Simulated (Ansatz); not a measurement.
A run for Ansatz (a first-principles code): FCI/cc-pV(D+d)Z on SiH2 (SMILES [SiH2]), a point of a bond scan (R = 1.676 Å). Files ending in .json are basis or fitting sets from the Basis Set Exchange.

Ansatz 0.2 input:
```yaml
crystal:
  periodic: [false, false, false]
  atoms:
    - {symbol: Si, position_ang: [0.01417596, -0.00086442, 0.13209978]}
    - {symbol: H, position_ang: [-0.12492114, -1.19338919, -1.03669176]}
    - {symbol: H, position_ang: [-0.08618752, 1.09707968, -0.91895895]}
basis:
  gaussian:
    orbitals: cc-pV_D+d_Z.json
magnetization: {spin_polarized: false}
correlation: {method: fci, electrons: outside_noble_gas}
```

Output:

```
Functional definition: HF
[...]
integrals: 0.01 GiB planned
620 factors; integrals over basis functions are off by at most 2.0e-7 eV
mean field: 0.07 GiB planned
mean field evaluation 1: about -7891.4097 eV, gradient 7.3e0 eV
mean field evaluation 2: about -7891.4097 eV, gradient 7.3e0 eV
mean field evaluation 4: about -7891.7279 eV, gradient 4.3e-1 eV
mean field evaluation 8: about -7891.7295 eV, gradient 2.9e-6 eV
mean field -7891.72945580 eV, -290.0157082944 hartree, gradient 9.1e-7 eV, S^2 0.000000; 0 other end points of the search recorded, 0 dependent functions left out; unrestricted orbitals would lower it
mean field evaluation 16: about -7891.8077 eV, gradient 1.5e-1 eV
5 core orbitals not correlated
reference -7891.72945580 eV, -290.0157082944 hartree; 3, 3 occupied and 25, 25 virtual orbitals, 620 factors
configuration interaction: 1.70 GiB planned
state -7895.04056589 eV, -290.1373893458 hartree
Total energy: -7895.04056589 eV, -290.1373893458 hartree
```

The run converged.

Cost: very roughly 14 core-seconds.
